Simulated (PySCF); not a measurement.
Gas-phase reaction: Si2N + 5 NH2 + 2 NH3 ⇌ 2 Si(NH2)4

Energies from PySCF, thermal terms from the rigid-rotor harmonic-oscillator model, ideal gas at 1 bar. † marks an energy on the PBE0/def2-TZVP geometry and frequencies; other levels use their own. 6-31G* has spherical d functions here. Open shells (unrestricted): Si2N (multiplicity 2, electronic degeneracy 4), NH2 (multiplicity 2); the rest are closed-shell singlets. Spin-orbit splitting is ignored; it lowers the true energy and changes the entropy of Si2N. B3LYP is the form with VWN-RPA correlation. Si(NH2)4: computed as isolated molecules; such fragments, hydroxides, amides, oligomers or adducts are transient or little studied in the gas. The harmonic model lacks anharmonicity and excited electronic states, which grow with temperature; levels with a mode under 35 cm⁻¹ are left out. Internal rotation in Si(NH2)4 is treated as a harmonic vibration of one conformer, which makes the entropy rough.

```
level               ΔE electronic, kJ  ΔH°(298 K), kJ  ΔS°(298 K), J/K  ΔG°(800 K), kJ
------------------  -----------------  --------------  ---------------  --------------
B3LYP/6-31G*                    -1851           -1767             -946           -1019
BLYP/def2-TZVP†                 -1823           -1741             -946            -993
M06-2X/def2-TZVP†               -2110           -2028             -946           -1280
PBE0/def2-SVP†                  -1992           -1909             -946           -1161
r2SCAN/def2-TZVP†               -1995           -1912             -946           -1165
ωB97M-V/def2-TZVP†              -2072           -1990             -946           -1242
```
ΔH° is lowest at M06-2X/def2-TZVP† and highest at BLYP/def2-TZVP†. No reference value is set beside these.
